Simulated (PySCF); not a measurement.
# Level sweep

Compound: thioformamide, CH3NS.
Bonds: N1–C2, C2–S3 (double). Hydrogens: H4, H5 on N1; H6 on C2.

PySCF, dipoles from the SCF density, polarisabilities from static response with core orbitals frozen. Geometry: PBE0-D3(BJ)/def2-SVP; no solvent, vibrations or thermal averaging.

The anisotropy is √(½[(α1 − α2)² + (α2 − α3)² + (α3 − α1)²]).

| level | μ (D) | α (au) | anisotropy (au) |
| --- | --- | --- | --- |
| LDA/def2-SVPD | 4.346 | 48.89 | 30.86 |
| PBE/def2-SVPD | 4.364 | 48.66 | 30.96 |
| B3LYP/def2-SVPD | 4.409 | 47.51 | 29.92 |
| PBE0/def2-SVPD | 4.497 | 46.76 | 29.27 |
| BHandHLYP/def2-SVPD | 4.548 | 45.89 | 28.58 |
| CAM-B3LYP/def2-SVPD | 4.491 | 46.70 | 29.30 |
| wB97X-D/def2-SVPD | 4.583 | 46.34 | 28.66 |
| LC-wPBE/def2-SVPD | 4.637 | 45.44 | 28.85 |
| HF/def2-SVPD | 4.869 | 44.64 | 26.75 |
| PBE0/6-31G* | 4.716 | 33.49 | 35.98 |
| PBE0/def2-SVP | 4.392 | 33.04 | 33.31 |
| PBE0/6-31+G* | 4.609 | 41.04 | 34.38 |
| PBE0/aug-cc-pVDZ | 4.452 | 47.13 | 30.67 |
| PBE0/def2-TZVP | 4.432 | 40.64 | 32.99 |
| PBE0/def2-TZVPD | 4.390 | 47.98 | 29.73 |
| PBE0/aug-cc-pVTZ | 4.403 | 48.12 | 29.91 |

The dipole runs from 4.35 D (LDA/def2-SVPD) to 4.87 D (HF/def2-SVPD). No reference polarisability is at hand; against PBE0 in the largest diffuse basis at hand (aug-cc-pVTZ) the other PBE0 rows deviate by 6-31G* -30%, def2-SVP -31%, 6-31+G* -15%, def2-SVPD -3%, aug-cc-pVDZ -2%, def2-TZVP -16%, def2-TZVPD 0%. In one basis (def2-SVPD) the functionals order the polarisability from HF (lowest) to LDA (highest), a spread of 10%. With PBE0 the polarisability is 35.72 au without diffuse functions (mean of 6-31G*, def2-SVP and def2-TZVP) and 46.20 au with them (mean of 6-31+G*, def2-SVPD, aug-cc-pVDZ, def2-TZVPD and aug-cc-pVTZ).
